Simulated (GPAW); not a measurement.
# CH5BF− (SMILES C[BH2-]F): PBE/dzp (scalar-relativistic datasets)

We compute a geometry optimisation of CH5BF−. The job is set up through an ASE script.

The calculation is run with GPAW 26.7.0.

4 further runs of the same task are left out: 2 that didn't finish, 2 set aside as unsound or not needed.

## 1. The molecule

The species is CH5BF− (8 atoms), meant as a singlet with charge -1. SMILES: `C[BH2-]F`. The shape is that of a GFN2-xTB optimisation. The run starts from this shape.

Bond lengths: C1–B2 1.647 Å, B2–F3 1.455 Å, C1–H4 1.094 Å, C1–H5 1.093 Å, C1–H6 1.093 Å, B2–H7 1.227 Å, B2–H8 1.227 Å. Some angles: C1–B2–F3 109.2°, C1–B2–H7 111.1°, C1–B2–H8 111.2°, F3–B2–H7 107.4°, F3–B2–H8 107.4°, B2–C1–H4 111.1°, B2–C1–H5 112.1°, B2–C1–H6 112.0°, H7–B2–H8 110.6°, H4–C1–H5 107.2°.

## 2. A geometry optimisation at PBE/dzp (scalar-relativistic datasets)

Contents of gs.xyz:

```xyz
8

C     -0.631540     0.494350    -0.258780
B      0.558430    -0.523170     0.253040
F      1.822410     0.196230     0.281390
H     -1.599680    -0.014200    -0.285860
H     -0.440060     0.877130    -1.264440
H     -0.740590     1.361010     0.397950
H      0.338240    -0.921460     1.392730
H      0.692770    -1.469900    -0.516030
```

Contents of gs.py:

```python
from ase.io import read, write
from ase.optimize import BFGS
from gpaw import GPAW

# Geometry
atoms = read('gs.xyz')
atoms.center(vacuum=5.0)

# Calculator
dft = GPAW(mode='lcao',
           basis='dzp',
           h=0.13,
           xc='PBE',
           charge=-1,
           mixer={'name': 'pulay', 'beta': 0.05, 'nmaxold': 10, 'weight': 20.0},
           convergence={'energy': 0.001, 'density': 0.001, 'eigenstates': 1e-06},
           maxiter=80,
           symmetry='off',
           txt='gs.txt')
atoms.calc = dft

opt = BFGS(atoms, trajectory='gs.traj')
converged = opt.run(fmax=0.03, steps=60)
print('Converged:', converged)
print(f'Final energy = {atoms.get_potential_energy():.5f} eV')
write('relaxed.xyz', atoms)
```

On the command line:

```sh
$ OMP_NUM_THREADS=1 python gs.py
```

Output:

```text
Step     Time          Energy          fmax
BFGS:    0 hh:mm:ss      -38.398679        1.096347
BFGS:    1 hh:mm:ss      -38.467490        0.612427
BFGS:    2 hh:mm:ss      -38.494858        0.385940
BFGS:    3 hh:mm:ss      -38.504497        0.248009
BFGS:    4 hh:mm:ss      -38.506780        0.122992
BFGS:    5 hh:mm:ss      -38.506733        0.160948
BFGS:    6 hh:mm:ss      -38.507472        0.165270
BFGS:    7 hh:mm:ss      -38.433544        1.425294
BFGS:    8 hh:mm:ss      -38.508137        0.049614
BFGS:    9 hh:mm:ss      -38.508319        0.038293
BFGS:   10 hh:mm:ss      -38.506604        0.254952
BFGS:   11 hh:mm:ss      -38.508614        0.045659
BFGS:   12 hh:mm:ss      -38.508658        0.048213
BFGS:   13 hh:mm:ss      -38.508159        0.195580
BFGS:   14 hh:mm:ss      -38.508919        0.159618
BFGS:   15 hh:mm:ss      -38.504344        0.454402
BFGS:   16 hh:mm:ss      -38.508702        0.066175
BFGS:   17 hh:mm:ss      -38.508904        0.095583
BFGS:   18 hh:mm:ss      -38.501675        0.547799
BFGS:   19 hh:mm:ss      -38.508796        0.063284
BFGS:   20 hh:mm:ss      -38.508911        0.066944
BFGS:   21 hh:mm:ss      -38.387484        2.537286
BFGS:   22 hh:mm:ss      -38.508881        0.039261
BFGS:   23 hh:mm:ss      -38.508932        0.047385
BFGS:   24 hh:mm:ss      -38.508341        0.171713
BFGS:   25 hh:mm:ss      -38.509003        0.152980
BFGS:   26 hh:mm:ss      -38.434662        1.884870
BFGS:   27 hh:mm:ss      -38.508734        0.073370
BFGS:   28 hh:mm:ss      -38.508985        0.102953
BFGS:   29 hh:mm:ss      -38.485494        0.918981
BFGS:   30 hh:mm:ss      -38.508840        0.062741
BFGS:   31 hh:mm:ss      -38.509042        0.089631
BFGS:   32 hh:mm:ss      -37.596766        8.495442
BFGS:   33 hh:mm:ss      -38.508908        0.049484
BFGS:   34 hh:mm:ss      -38.508987        0.055198
BFGS:   35 hh:mm:ss      -38.507952        0.209426
BFGS:   36 hh:mm:ss      -38.508976        0.040894
BFGS:   37 hh:mm:ss      -38.509007        0.044293
BFGS:   38 hh:mm:ss      -38.508137        0.164509
BFGS:   39 hh:mm:ss      -38.508997        0.027274
Converged: True
Final energy = -38.50900 eV
```

gs.txt, cut to the lines that bear on the results:

```text
[...]
Number of symmetries: 1
[...]
  Number of IBZ points: 1
[...]
basis functions: 64
Spin-components: 1 (collinear spins)
Bands:           16
[...]
  Valence electrons: 19.0
[...]
  Grid points: [104 100  96]
  Charge: -1.0  # |e|
[...]
    cutoffs:
[...]
|iter     |     time |      energy | eigst |  dens |
[...]
|iter:   1| 00:07:08 |  -38.508294c|      c|       |
[...]
Converged in 4 steps
[...]
dipole moment: (-7.296324, -6.133324, -6.488789)  # |e|*Ang
Fermi level: 3.822
[...]
|iter:   4| 00:07:25 |  -38.508997c|      c| -3.32c|
Converged in 4 steps
[...]
Energy contributions relative to reference atoms: (reference = -4473.649279)
Energy contributions:
  Kinetic:          35.009267
  Coulomb:         -33.253863
  Zero:              0.071981
  External:          0.000000
  Xc:              -40.336383
  Entropy:           0.000000
  Spinorbit:         0.000000
  ----------------------------
  Free energy:     -38.508997
  Extrapolated:    -38.508997
dipole moment: (-7.303534, -6.136940, -6.488706)  # |e|*Ang
Fermi level: 3.809
Eigenvalues  # (at kpt = [0.000, 0.000, 0.000])
| band index |      eig [eV] | occ [0-2] |
|------------|---------------|-----------|
|          0 |       -21.197 |     2.000 |
|        ... |               |           |
|          2 |        -5.461 |     2.000 |
|          3 |        -3.911 |     2.000 |
|          4 |        -3.826 |     2.000 |
|          5 |        -2.667 |     2.000 |
|          6 |        -2.358 |     2.000 |
|          7 |        -2.292 |     2.000 |
|          8 |        -0.021 |     2.000 |
|          9 |         0.368 |     2.000 |
|         10 |         7.249 |     0.000 |
|         11 |         8.403 |     0.000 |
[...]
Gap: 6.882 eV
Transition (v -> c):
[...]
Forces  # eV/Ang
|        x |        y |        z |
|----------|----------|----------|
|  0.01369 | -0.00570 |  0.00431 |  # C    0
|  0.00292 |  0.00097 | -0.00105 |  # B    1
|  0.02528 |  0.01013 |  0.00151 |  # F    2
|  0.00336 | -0.00391 |  0.00364 |  # H    3
| -0.00069 |  0.00598 | -0.00151 |  # H    4
|  0.00137 |  0.00671 | -0.00288 |  # H    5
|  0.00581 |  0.01024 |  0.00345 |  # H    6
|  0.00650 |  0.00632 | -0.00844 |  # H    7
Force computation time: 0.597  # s
timing:  # [seconds]
  Total:  445.330  # ━━━━━━━━━━━━━━━━━━━━━━━━━━━━━━━━━━━━━━━━━━━━━━━━━━━━━━━━
  Init:    17.680  # ━━
  SCF:    303.830  # ━━━━━━━━━━━━━━━━━━━━━━━━━━━━━━━━━━━━━━
  Forces:  25.018  # ━━━
  Move:    98.621  # ━━━━━━━━━━━━╸
```

Wall time 7.4 min (1 thread of AMD EPYC 9R14 (Zen 4), shared host); peak memory 2 GiB.

Step by step:

```csv
step,energy from the first frame kept (eV),largest force (eV/Å)
0,0.0000,1.0963
2,-0.0962,0.3859
4,-0.1081,0.1230
6,-0.1088,0.1653
8,-0.1095,0.0496
10,-0.1079,0.2550
12,-0.1100,0.0482
14,-0.1102,0.1596
16,-0.1100,0.0662
18,-0.1030,0.5478
20,-0.1102,0.0669
22,-0.1102,0.0393
24,-0.1097,0.1717
26,-0.0360,1.8849
28,-0.1103,0.1030
30,-0.1102,0.0627
32,0.8019,8.4954
34,-0.1103,0.0552
36,-0.1103,0.0409
38,-0.1095,0.1645
39,-0.1103,0.0273
```

After the run. Bond lengths: C1–B2 1.643 Å, B2–F3 1.474 Å, C1–H4 1.121 Å, C1–H5 1.122 Å, C1–H6 1.122 Å, B2–H7 1.275 Å, B2–H8 1.275 Å. Some angles: C1–B2–F3 109.9°, C1–B2–H7 109.4°, C1–B2–H8 109.4°, F3–B2–H7 110.3°, F3–B2–H8 110.3°, B2–C1–H4 112.1°, B2–C1–H5 113.0°, B2–C1–H6 112.9°, H7–B2–H8 107.4°, H4–C1–H5 106.2°.

## 3. Summary of results

Level: PBE/dzp (scalar-relativistic datasets).

| quantity | value |
| --- | --- |
| energy as printed (from the program's reference atoms) | -38.5090 eV |
| HOMO energy | 0.37 eV |
| LUMO energy | 7.25 eV |
| HOMO–LUMO gap (to an unbound level, set by the basis) | 6.88 eV |

**Reading.** At the final geometry: Bond lengths: C1–B2 1.643 Å, B2–F3 1.474 Å, C1–H4 1.121 Å, C1–H5 1.122 Å, C1–H6 1.122 Å, B2–H7 1.275 Å, B2–H8 1.275 Å. Some angles: C1–B2–F3 109.9°, C1–B2–H7 109.4°, C1–B2–H8 109.4°, F3–B2–H7 110.3°, F3–B2–H8 110.3°, B2–C1–H4 112.1°, B2–C1–H5 113.0°, B2–C1–H6 112.9°, H7–B2–H8 107.4°, H4–C1–H5 106.2°. The optimisation took 39 steps and changed the energy by -0.110 eV. The HOMO lies at positive energy, 0.37 eV, as semi-local functionals often give for anions; only total energies tell whether the electron is bound.
